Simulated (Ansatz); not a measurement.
Basis-set extrapolation for C4H8O, SMILES `CCC(C)=O` (PBE0-D4/def2-TZVP geometry, frozen core, Ansatz 0.2.0). Multiplicity 1, RHF reference.

```json
{"": "HF", "def2-TZVPP": "-231.090609", "def2-QZVPP": "-231.101428"}
{"": "MP2 correlation", "def2-TZVPP": "-0.911943", "def2-QZVPP": "-0.973476"}
{"": "CCSD(T) correlation", "def2-TZVPP": "-0.991693", "def2-QZVPP": "not run"}
```

Energies in hartree. Use E(X) = E(∞) + A·exp(−7.88·√X) for Hartree–Fock and E(X) = E(∞) + B·X^(−2.97) for correlation, with X = 3 and 4, and add CCSD(T) minus MP2 of the smaller set to the MP2 limit.

What is the CCSD(T) energy at the basis-set limit?

HF limit: -231.101428 + (-0.010819) × 0.13774 = -231.10292. MP2 limit: -0.973476 + (-0.061533) × 0.74074 = -1.01906. Higher-order term: -0.991693 − (-0.911943) = -0.07975. Total: -232.20173 hartree, 313.6 kJ/mol below CCSD(T)/def2-TZVPP.
